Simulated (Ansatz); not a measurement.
Input file:

```yaml
crystal:
  periodic: [false, false, false]
  atoms:
    - {symbol: C, position_ang: [0.000000, 0.000000, -1.226936]}
    - {symbol: Cl, position_ang: [0.000000, 0.000000, 0.550404]}
    - {symbol: H, position_ang: [0.000000, 1.029318, -1.579827]}
    - {symbol: H, position_ang: [0.891415, -0.514659, -1.579827]}
    - {symbol: H, position_ang: [-0.891415, -0.514659, -1.579827]}
basis:
  gaussian: {orbitals: "cc-pV(T+d)Z.json"}
magnetization: {spin_polarized: false}
correlation: {method: ccsdt_q, electrons: outside_noble_gas}
```

```sh
$ ansatz run in.yaml --threads 5 --pin off --events-out ev --progress --plain --max-ram 130560MiB --backend cuda --devices 0, --max-vram 75GiB
```

The program prints:

```
1395 factors; integrals over basis functions are off by at most 1.7e-7 eV
mean field evaluation 1: about -13581.9085 eV, gradient 1.4e1 eV
mean field evaluation 2: about -13581.9097 eV, gradient 1.4e1 eV
mean field evaluation 4: about -13582.5201 eV, gradient 1.2e0 eV
mean field evaluation 8: about -13582.5255 eV, gradient 4.2e-5 eV
mean field evaluation 16: about -13582.5250 eV, gradient 3.5e-1 eV
mean field -13582.52545401 eV, -499.1486038685 hartree, gradient 1.9e-6 eV, S^2 0.000000; 0 other end points of the search recorded, 0 dependent functions left out
6 core orbitals not correlated: weight in the atoms' cores, before any rotation towards them, 1.000 or more for the frozen orbitals, at most 0.000 for the correlated occupied ones
reference -13582.52545401 eV, -499.1486038685 hartree; 7, 7 occupied and 98, 98 virtual orbitals, 1395 factors
second order -10.15645856 eV of doubles, -0.00000000 eV of singles
cycle   1  -10.72165156 eV  change   -5.7e-1 eV  update   7.6e-2
cycle   2  -11.26193826 eV  change   -5.4e-1 eV  update   3.2e-2
cycle   3  -11.47722298 eV  change   -2.2e-1 eV  update   1.3e-2
cycle   4  -11.44439885 eV  change    3.3e-2 eV  update   3.1e-3
cycle   5  -11.44086074 eV  change    3.5e-3 eV  update   1.4e-3
cycle   6  -11.44314422 eV  change   -2.3e-3 eV  update   3.0e-4
cycle   7  -11.44318358 eV  change   -3.9e-5 eV  update   1.4e-4
cycle   8  -11.44308020 eV  change    1.0e-4 eV  update   3.8e-5
cycle   9  -11.44312392 eV  change   -4.4e-5 eV  update   1.4e-5
cycle  10  -11.44313467 eV  change   -1.1e-5 eV  update   4.2e-6
cycle  11  -11.44312313 eV  change    1.2e-5 eV  update   1.7e-6
cycle  12  -11.44312474 eV  change   -1.6e-6 eV  update   6.5e-7
cycle  13  -11.44312509 eV  change   -3.5e-7 eV  update   2.1e-7
perturbative correction -0.01772456 eV, -0.0006513655 hartree
Total energy: -13593.98630366 eV, -499.5697823247 hartree
```

Ran on 5 threads of AMD EPYC 7R13 with a whole H100 80 GB, shared host: 8 s wall, 0.81 GiB peak host memory.
